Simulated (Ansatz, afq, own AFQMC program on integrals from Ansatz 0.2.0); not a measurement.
# Where AFQMC and coupled cluster stand for CH$_{3}$O, doublet

| atom | x (Å) | y (Å) | z (Å) |
| --- | --- | --- | --- |
| O | 0.0000 | 0.0001 | 0.8506 |
| C | 0.0000 | 0.0105 | -0.8263 |
| H | 0.8686 | -0.5684 | -1.1870 |
| H | 0.0000 | 1.0099 | -1.2818 |
| H | -0.8686 | -0.5684 | -1.1870 |

Connectivity, by distances: O–CH3.

Basis cc-pVDZ. Noble-gas cores (and the filled d shells of Ga–Kr and In–Xe) are frozen. Integrals, coupled cluster, full CI and functionals: Ansatz 0.2.0; the random walks run on the same integrals in our own AFQMC program. ph-AFQMC/CISD is guided by a CISD state made of CCSD amplitudes; releasing the constraint for a short imaginary time cuts its bias at the price of noise, slowly where states lie close. ± is one standard error of the sampling.

Determinant: UHF, the one that the program's search chose, which needn't be the lowest solution. The geometry is a point of a scan.

No full CI on the walks' own integrals is used here. The released AFQMC energy serves as the reference, which it does only where one determinant dominates, the energy is flat over the last release times and near the phaseless one (40 meV or 2 meV an electron, half that with transition metals). On small molecules, where full CI could be run and the noise was under 10 meV, such values lay within 10 meV of it in 19 cases of 20, a flattering rate, since the rule was set on those same cases; what remains of the bias isn't in the error bar.

Cautions: the released value is read at 2.40 1/Eh with a noise of 24 meV, more than in the cases checked (meV from the phaseless value at times in 1/Eh: -3 ± 13 at 0.24, -1 ± 12 at 0.51, 19 ± 13 at 0.99, -10 ± 19 at 1.62, 2 ± 24 at 2.40).

```
T1 diagnostic                               : 0.0187
weight of the determinant in the CISD state : 0.884
⟨S²⟩ of the determinant                     : 0.787
size of the correlated space                : 13 electrons in 41 orbitals
```

Reference: AFQMC with the constraint released, correlation energy -9.081 ± 0.024 eV.

| level | E − E(reference) (kcal/mol) | share of correlation (%) |
| --- | --- | --- |
| HF | 209.41 ± 0.56 | 0.00 |
| MP2 | 27.29 ± 0.56 | 86.97 |
| CCSD | 5.81 ± 0.56 | 97.23 |
| CCSD(T) | 0.82 ± 0.56 | 99.61 |
| ph-AFQMC/CISD | -0.05 ± 0.67 | 100.02 |

A walk keeps the symmetry of its determinant, which the program's search chose and which needn't be the lowest solution, so a lower state of the same spin and another symmetry isn't excluded. Released energies are given only where the last usable release times agree within the noise; a slower fall can still hide under it.
